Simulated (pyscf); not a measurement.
Optimised with ωB97X-D3(BJ)/def2-SVP in PySCF. Correlated levels are frozen-core, on RHF or UHF. ΔMP2 is the change of the MP2 total energy from the triple- to the quadruple-zeta basis.

Q: For the elementary gas-phase step fluoromethane (H₃C–F) + difluorocarbene (F–C:–F) [singlet] → F–CH₂–CH(F)–F (singlet surface; C–H broken, C–C, C–H formed), what barrier and reaction energy does CCSD(T)/def2-TZVPP + ΔMP2(QZVPP) give, measured from the separated reactants?

A: ΔE‡ = 1.54 eV, ΔE = -2.60 eV. Zero-point energy shifts the barrier by +0.02 eV. It is an insertion, with an imaginary mode of 1400i cm⁻¹. F–CH₂–CH(F)–F lies 0.86 eV over its isomer H₃C–C(F)(F)–F, and others may lie lower still (electronic energy, ωB97M-D3(BJ)). This is the saddle that the search found; another between the same sides may lie lower. The CCSD(T) − MP2 part came from Ansatz, without density fitting, on the same reference.
